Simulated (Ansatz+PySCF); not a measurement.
Results of a calculation; reference values are marked as such.
Input for PySCF 2.14.0:

```python
from pyscf import gto, scf, cc

mol = gto.M(atom="""
B 0.000000 0.000000 0.000000
O 0.853810 1.138420 2.464750
""", basis='sto-3g', charge=1, spin=0)
mf = scf.RHF(mol)
mf.kernel()
mycc = cc.CCSD(mf, frozen=2).run()
et = mycc.ccsd_t()
print(mf.e_tot, mycc.e_corr, et, mycc.e_tot + et)
```

The script is written out from the run's settings.

Results

```json
{
 "Converged": "yes",
 "Reference energy": "-97.60417 hartree",
 "CCSD correlation energy": "-0.11348 hartree",
 "Triples correction": "-0.00015 hartree",
 "Total energy": "-97.71781 hartree",
 "Spin squared of the determinant": "0.000"
}
```

This is not the lowest solution: another run reaches a determinant 0.44 eV lower. Caution: large amplitudes, a single reference is doubtful; an unrestricted determinant lies well below.
